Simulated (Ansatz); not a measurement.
Consider the atomization: `[CH2]CCF`• → 3 C• + F• + 6 H•.

Computed with Ansatz on PBE0-D4/def2-TZVP structures; ΔE is electronic, products minus reactants. CCSD(T)/CBS adds triple-zeta CCSD(T) − MP2 to the extrapolated MP2 energy (def2 sets, frozen cores). This one scheme is used for every species, atoms too. Functionals use def2-TZVPP. HSE06 is defined as in plane-wave codes. Open shells (•) are unrestricted, without spin–orbit coupling. Spin–orbit coupling would lower the free atoms: a little for C, F. One conformer a species, not always the lowest.

```
    species  HSE06 energy (Eh)
`[CH2]CCF`•         -217.53921
         C•          -37.80300
         F•          -99.67211
         H•           -0.50075
```

Task: Work out ΔE.

Result: ΔE = 6 × (-0.50075) + 3 × (-37.80300) + (-99.67211) − (-217.53921) = 1.45360 Eh = +39.55 eV. CCSD(T)/CBS gives +39.25 eV.

Largest T1 diagnostic among the species: 0.011.

Leaving LDA and LC-ωPBE aside and taking each functional with its dispersion term where it has one, the values, not all of them listed here, spread over 1.89 eV, from BHLYP-D4 to PBE-D4. LDA lies +4.88 eV from PBE without D4, its usual overbinding. In def2-TZVPP, CCSD(T) changes the Hartree–Fock value by +8.83 eV (the triples alone add +0.46 eV) and MP2 by +9.31 eV; breaking electron pairs costs correlation energy, which Hartree–Fock lacks. The D4 term adds +0.22 eV with B3LYP and +0.11 eV with PBE0; it sums over pairs of atoms, weighted by their polarisabilities, and B3LYP, whose exchange is more repulsive, gets the larger term.

B3LYP here is the variant with VWN-RPA as its local correlation; programs differ in this.

For atomizations the MP2-based limit and the directly extrapolated one differ by several kJ/mol either way, and by 10 to 25 for some Ge, Se and Sn compounds, so smaller differences from it don't rank the levels.
